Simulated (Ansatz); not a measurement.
The same path of BClH2 + H (5 atoms, charge 0, multiplicity 2) was run 3 times with different band settings. Lost on the way: B1–Cl2. Made: Cl2–H5.

The calculation used Ansatz 0.2.0, UHF/def2-SVP.

Relaxed end points:

```xyz
5
Properties=species:S:1:pos:R:3
B 0.000 0.000 -0.363
Cl 0.000 0.000 1.391
H 1.050 0.000 -0.927
H -1.050 0.000 -0.927
H 0.000 0.000 5.526
```

```xyz
5
Properties=species:S:1:pos:R:3
B 0.000 0.000 -0.954
Cl 0.000 0.000 3.673
H 1.071 0.000 -1.482
H -1.071 0.000 -1.482
H 0.000 0.000 4.944
```

Common settings: spring 5.0 eV/Å²; optimiser quadratic models (default); start path through a guess of the saddle point; force threshold 0.05 eV/Å; iteration limit 60; end points relaxed.

| run | movable images | climbing image |
| --- | --- | --- |
| 1 | 9 | yes |
| 2 | 1 | no |
| 3 | 8 | no |

Q: What does each run give, and how far can it be trusted?

A: Run 1: converged after 13 iterations, highest image 2.138 eV above the first end. Neighbouring images differ by up to 1.7 eV, so the band resolves the path poorly. A vibrational analysis at the climbing image gives 2 clearly imaginary modes (1350i, 320i cm⁻¹): a point of higher order. A lower path may pass nearby, or the ends, which weren't checked, may share the extra mode.
Run 2: converged after 8 iterations, highest image 1.344 eV above the first end. Neighbouring images differ by up to 1.3 eV, so the band resolves the path poorly. No image climbed, so the highest image needn't sit at the top of the path. A band with more images between the same ends climbed to 2.14 eV, so this one has probably stepped over the top. So few images can step over the top or miss a turn of the path.
Run 3: converged after 8 iterations, highest image 2.003 eV above the first end. Neighbouring images differ by up to 1.8 eV, so the band resolves the path poorly. No image climbed, so the highest image needn't sit at the top of the path.
